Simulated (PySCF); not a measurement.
**Al₂ at PBE0**

Level: PBE0. basis Al def2-TZVP; no relativity; PySCF 2.14.

```
state                                           : triplet, unpaired electrons π ↑↑, a second solution, started from another occupation
bond length                                     : 2.479 Å
harmonic wavenumber                             : 349 cm⁻¹
force constant                                  : 0.971 mdyn/Å
rotational constant Be                          : 0.2034 cm⁻¹
anharmonicity ωexe                              : 1.92 cm⁻¹
vibration–rotation constant αe                  : 0.00146 cm⁻¹
energy of the minimum from ground-state Al + Al : -1.50 eV
bond order (Mayer)                              : 1.67
```
